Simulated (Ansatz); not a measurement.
Saddle point of C₃H₇, doublet (C₂H₄ (C=C) + CH₃ → C₂H₃ ([CH][CH2]) + CH₄; bonds formed: H1–C4; bonds broken: H1–C2), PBE0-D4/def2-TZVP structure:

```xyz
10
angstrom
H -0.4907 0.0325 0.1711
C 0.0690 -0.4641 -0.9718
C 1.3744 -0.3855 -1.0913
C -0.9694 0.5198 1.2800
H -0.6440 -0.8798 -1.6760
H 1.9932 0.0559 -0.3144
H 1.8969 -0.7573 -1.9715
H -0.8507 1.5973 1.1985
H -0.3694 0.0779 2.0715
H -2.0093 0.2034 1.3040
```

Energies are electronic, without zero-point energy. Barriers and step energies count from the start structure reached by relaxing down the imaginary mode; all methods use the PBE0-D4 structures, on which another method's saddle can fall below an end. Computed with Ansatz 0.2.0 (basis: def2-TZVPP, with def2-QZVPP for the basis limit); correlated methods freeze the cores; orbitals are unrestricted. B3LYP uses VWN-RPA correlation. Extrapolation: Hartree–Fock as exp(−7.88 √X), correlation as X^−2.97.

```tsv
method	barrier (kcal/mol)	step energy (kcal/mol)
SPW92	?	2.10
PBE-D4	10.85	3.71
BLYP-D4	12.88	4.31
r2SCAN-D4	?	4.64
B97M-V	16.31	4.16
PBE0-D4	15.12	4.88
B3LYP-D4	15.94	5.16
r2SCAN0-D4	17.69	5.31
BHLYP-D4	20.83	6.37
CAM-B3LYP-D4	17.47	5.38
wB97X-V	17.41	5.21
wB97M-V	18.63	5.45
B2PLYP	18.33	5.69
PBE-QIDH	19.19	6.23
RPA on PBE	?	6.33
HF	31.24	5.48
MP2	26.09	11.63
CCSD	22.17	6.37
CCSD(T)	20.35	6.21
```

Question: Fill in the withheld barriers. (To be estimated.)

Answer: Computed: r2SCAN-D4 14.94; SPW92 3.42; RPA on PBE 20.14 kcal/mol. Each is the energy of the saddle less that of the start structure, by the same method.

For comparison, the barrier by CCSD(T) at an estimated basis limit (MP2 extrapolated from triple and quadruple zeta, plus CCSD(T) − MP2 in triple zeta) is 20.29 kcal/mol.

The T1 diagnostic stays at or below 0.033. ⟨S²⟩ of the unrestricted Hartree–Fock references: 0.76 to 0.96 (a pure state has 0.75). The unrestricted reference is spin-contaminated, which hurts MP2 most.

Labels in which every atom is bracketed show which atoms are joined, not bond orders.

For scale, one of the runs: CCSD(T)/def2-TZVPP, 191 basis functions, launched by `ansatz run in.yaml --threads 4 --pin off --events-out ev --progress --plain --max-ram 9574MiB`. Hardware: 4 CPU threads of a Oxide Virtual Turin-like, shared host. Wall time 84 s; peak host memory 5.6 GiB.
